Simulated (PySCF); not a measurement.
CH, SMILES [CH] (connectivity only; charge and spin as stated), charge +1, multiplicity 1.

Geometry optimised at PBE0-D3(BJ)/def2-TZVPD.

Vertical ionisation energy (IE) and electron affinity (EA) in eV. Rows of orbital energies are one-electron estimates. Where ΔSCF, EOM or ADC give a negative EA the extra electron is unbound and the value depends on the basis.

```csv
level,IE,EA
"−ε(HOMO), −ε(LUMO), r2SCAN/def2-TZVPD (PySCF)",18.58,15.63
"−ε(HOMO), −ε(LUMO), PBE/def2-TZVPD (PySCF)",18.27,16.12
EOM-CCSD/aug-cc-pVDZ (PySCF),23.95,10.42
ADC(2)/aug-cc-pVDZ (PySCF),23.56,10.45
```

Task: Give the lowest 1s main lines (those of the lightest heavy element) from CVS-ADC(2)-x/aug-cc-pVDZ (PySCF, non-relativistic), with pole strengths. (The exact figures need the calculation; the answer reports its results.)

Result: 314.7 eV (1.66).

Task: Beyond the first one, list the lowest photoelectron lines from ADC(2)/aug-cc-pVDZ (PySCF) with their pole strengths (two spins summed). (Estimate from the structure and the level; the computed values follow.)

Result: 33.68 eV (1.90).
